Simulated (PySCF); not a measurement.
**Molecular orbitals of LiMg**

M06 at R = 3.091 Å; basis Li 6-311G(d,p), Mg 6-311G(d,p); no relativity; PySCF 2.14. State: ²Σ⁺ (doublet), unpaired electrons σ ↑. Only the outer orbitals are listed, counted within each symmetry.

| spin | orbital | occ. | ε (eV) | on Li (%) | main shells (%) |
| --- | --- | --- | --- | --- | --- |
| α | 3σ | 1 | -55.60 | 100 | 100 Li s |
| α | 1π | 1 | -50.88 | 0 | 100 Mg p |
| α | 1π | 1 | -50.88 | 0 | 100 Mg p |
| α | 4σ | 1 | -50.84 | 0 | 100 Mg p |
| α | 5σ | 1 | -5.78 | 13 | 86 Mg s, 10 Li s |
| α | 6σ | 1 | -3.20 | 64 | 62 Li s, 28 Mg p |
| α | 2π | 0 | -1.19 | 52 | 52 Li p, 48 Mg p |
| α | 2π | 0 | -1.19 | 52 | 52 Li p, 48 Mg p |
| α | 7σ | 0 | -1.14 | 62 | 42 Li p, 37 Mg p, 20 Li s |
| β | 3σ | 1 | -55.43 | 100 | 100 Li s |
| β | 1π | 1 | -50.87 | 0 | 100 Mg p |
| β | 1π | 1 | -50.87 | 0 | 100 Mg p |
| β | 4σ | 1 | -50.81 | 0 | 100 Mg p |
| β | 5σ | 1 | -5.54 | 13 | 86 Mg s |
| β | 6σ | 0 | -1.63 | 45 | 42 Li s, 42 Mg p, 12 Mg s |
| β | 2π | 0 | -0.94 | 19 | 80 Mg p, 19 Li p |
| β | 2π | 0 | -0.94 | 19 | 80 Mg p, 19 Li p |

Problem. Which are the highest filled and the lowest empty level, where do they sit, and how wide is the gap?

Solution. Highest filled α 6σ at -3.20 eV (in %: 62 Li s, 28 Mg p); lowest empty β 6σ at -1.63 eV (in %: 42 Li s, 42 Mg p, 12 Mg s); the gap at M06 is 1.57 eV.

```json
{"bond order (Mayer)": "0.68", "⟨S²⟩": "0.757", "charge on Li (Mulliken, basis-dependent)": "0.09", "charge on Li (Löwdin, basis-dependent)": "-0.10", "dipole moment (positive dipole means Li(−)Mg(+))": "-0.79 D"}
```

The state was picked by a PBE0 search and need not be the measured ground state.
